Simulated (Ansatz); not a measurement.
Relaxation of H₆Si₂ (8 atoms, charge 0, multiplicity 1), to a largest force component of 0.02 eV/Å in at most 40 steps.

Computed with RKS PBE0-D4/def2-SVP in Ansatz.

```xyz
8
Properties=species:S:1:pos:R:3
Si 0.000 0.000 0.000
Si 0.000 0.000 2.220
H -1.315 -0.407 2.707
H 1.010 -0.935 2.707
H 0.305 1.342 2.707
H 1.377 0.000 -0.486
H -0.688 1.191 -0.486
H -0.688 -1.191 -0.486
```

Task: Where does it end, and by what steps?

Result: The run converged. The force dipped under the threshold on the way, but the program's further checks kept it going. After 7 steps the energy has fallen by 0.193 eV; H7 moved furthest, 0.23 Å.

```tsv
step	energy less start (eV)	largest force component (eV/Å)	accepted
0	0.0000	0.860	yes
1	-0.1766	0.178	yes
2	-0.1867	0.025	yes
3	-0.1908	0.007	yes
4	-0.1900	0.124	no
5	-0.1927	0.042	yes
6	-0.1932	0.020	yes
7	-0.1932	0.006	yes
```

```xyz
8
Properties=species:S:1:pos:R:3
Si 0.000 0.001 -0.062
Si 0.001 -0.001 2.283
H -1.388 -0.209 2.798
H 0.875 -1.098 2.801
H 0.514 1.306 2.799
H 1.388 0.211 -0.577
H -0.876 1.097 -0.580
H -0.511 -1.307 -0.578
```

Whether the end is a true minimum wasn't checked by a vibrational analysis.

Time of the run: 7.7 s on 1 thread of Intel(R) Xeon(R) 6975P-C (Granite Rapids), with other jobs on the host, peak memory 0.14 GiB.
